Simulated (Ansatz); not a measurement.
Rock-salt MgS was calculated with PBEsol (PAW; Ansatz, a program for electronic structure).

Numerical settings: plane-wave cutoff 520 eV, 12×12×12 k mesh, Fermi–Dirac smearing 0.01 eV, scalar-relativistic PAW data made under PBE.

Computed points:

| V (Å³/atom) | E − E_lowest (meV/atom) | P (GPa) |
|---|---|---|
| 16.349 | 16.99 | 5.49 |
| 16.696 | 7.30 | 3.47 |
| 17.044 | 1.77 | 1.65 |
| 17.392 | 0.00 | 0.01 |
| 17.740 | 1.63 | -1.48 |
| 18.088 | 6.32 | -2.82 |
| 18.436 | 13.79 | -4.04 |

**Question.** Estimate the bulk modulus from the pressures at 17.044 and 17.740 Å³/atom, and compare it with a fit to all energies.

**Answer.** B = −V dP/dV. Between V = 17.044 and 17.740 Å³/atom, dP/dV = (-1.48 − (1.65))/(17.740 − 17.044) = -4.50 GPa per Å³/atom; at the midpoint 17.392 Å³/atom this gives B ≈ 78.2 GPa. The third-order Birch–Murnaghan fit gives V0 = 17.393 Å³/atom, B0 = 78.1 GPa, B′ = 4.1, which lies within 1 % of that estimate.

Measured, for comparison: bulk modulus 81 GPa, equilibrium volume per atom 17.45 Å³/atom (corrected for zero-point motion; as tabulated in Goldzak et al. (2022), arXiv:2208.04865). Computed (rounded) less measured: bulk modulus -4 %, equilibrium volume per atom -0.3 %.
